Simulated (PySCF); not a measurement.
# EPR parameters of C4H4NO

Compound: C4H4NO (doublet state).
Geometry (GFN2-xTB, Å), atoms numbered from 1 in this order:
```xyz
10
C4H4NO angstrom
C     -1.1568   -0.5475   -0.0970
C      0.2059    0.0689    0.1103
C      0.2518    1.5024    0.0779
N      0.2987    2.6441    0.0177
C      1.4248   -0.6709   -0.2000
O      1.0698   -0.5330    1.0963
H     -1.0777   -1.6304   -0.0429
H     -1.5404   -0.2640   -1.0749
H     -1.8497   -0.2015    0.6679
H      2.3825   -0.3633   -0.5778
```

The species is `C[C@]1(C#N)[CH]O1` [radical].

The calculation used PySCF, UKS B3LYP, pcH-1 on C H N O, non-relativistic, mean-field spin-orbit, GIAO. Isolated species at its GFN2-xTB geometry, gas phase. The geometry wasn't refined by DFT: couplings that depend on bond lengths, twists or pyramidal angles can differ widely from those at the functional's own minimum. The SCF solution wasn't tested for stability.

```json
{
 "g1, g2, g3": "2.00218, 2.00262, 2.00465",
 "g_iso": "2.00315",
 "Form of g": "rhombic: the two nearest values differ by 18 % of g3 − g1",
 "⟨S²⟩": "0.7529 (exact 0.7500)",
 "α and β electrons": "22, 21"
}
```

Hyperfine couplings atom by atom, in MHz; T1 to T3 are the principal values of the dipolar part:

```
atom  isotope  a_iso     T1     T2     T3  Mulliken spin population
  C1      13C    2.1   -1.2   -1.1    2.4                      0.00
  C2      13C   -5.4   -2.8   -0.4    3.2                     -0.03
  C3      13C   -3.8   -2.9   -0.5    3.5                     -0.02
  N4      14N    0.8   -1.8   -1.4    3.2                      0.03
  C5      13C  367.4  -68.4  -64.1  132.5                      0.83
  O6      17O  -28.7  -70.8   33.1   37.7                      0.15
  H7       1H   -0.3   -4.4   -3.4    7.8                      0.00
  H8       1H   -1.4   -2.3   -2.1    4.4                      0.00
  H9       1H   -1.2   -1.9   -1.6    3.5                      0.00
 H10       1H   86.4  -28.1   -6.0   34.1                      0.02
```

The Mulliken spin populations are largest on C5 (+0.83) and O6 (+0.15). The angles at C5 add up to 316.8°, so it is pyramidal.

Axes: g2 points within 9° of the C5–O6 bond.

Under fast tumbling the dipolar parts average out, and these isotropic splittings remain: 1 × 1H (H10, I = 1/2, 2 lines) with 3.08 mT and 3 × 1H (H7/H8/H9, I = 1/2, 4 lines) with 0.03 mT.

Nuclei that the bonding pattern makes equivalent are averaged, as if the motion that swaps them (rotation, inversion, ring flip) were fast.

The 13C coupling of C5 (367.4 MHz) shows only in satellite lines or after enrichment, since that isotope makes up about 1.07 % of natural carbon.

The 17O coupling of O6 (-28.7 MHz) shows only in satellite lines or after enrichment, since that isotope makes up about 0.038 % of natural oxygen.

Examples of negative spin density at the nucleus (bohr⁻³): C2 (-0.0048) and C3 (-0.0034).

Hardware: one thread of an Arm Neoverse V1, shared host with 32 logical CPUs at a one-minute load of 17. Cost: 24 s wall (with the writing of density and orbital grids), 0.67 GiB resident at most.
